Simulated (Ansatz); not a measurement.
`P[SiH2]Cl`. Total charge 0; spin multiplicity 1. The structure was optimised at the PBE0-D4/def2-TZVP level. It is one conformer, not always the lowest.

```xyz
7

P    -0.579    0.973    1.030
Si    0.026   -0.344   -0.685
Cl    0.915    0.839   -2.116
H     0.745    1.046    1.539
H    -0.915   -0.153    1.833
H    -1.189   -0.955   -1.274
H     0.998   -1.405   -0.327
```

Q: What is the dipole moment at ωB97M-V/def2-TZVPP? (Best estimate.)

A: Computed: 1.53 D, with components (-0.22, -0.97, 1.16) D in this frame, pointing from negative to positive charge.

Q: And with PBE, r2SCAN, B3LYP? (An estimate is asked.)

A: Ansatz gave: PBE 1.50 D, r2SCAN 1.57 D, B3LYP 1.55 D.

Q: Give the Mulliken charges with ωB97M-V, B3LYP, PBE in def2-TZVPP. (Estimate.)

A: Ansatz gave: 
```csv
atom,ωB97M-V,B3LYP,PBE
P1,-0.17,-0.12,-0.14
Si2,0.29,0.40,0.34
Cl3,-0.22,-0.25,-0.22
H4,0.07,0.04,0.06
H5,0.06,0.03,0.05
H6,-0.02,-0.05,-0.04
H7,-0.01,-0.05,-0.04
```

B3LYP here is the variant with VWN-RPA as its local correlation; programs differ in this.
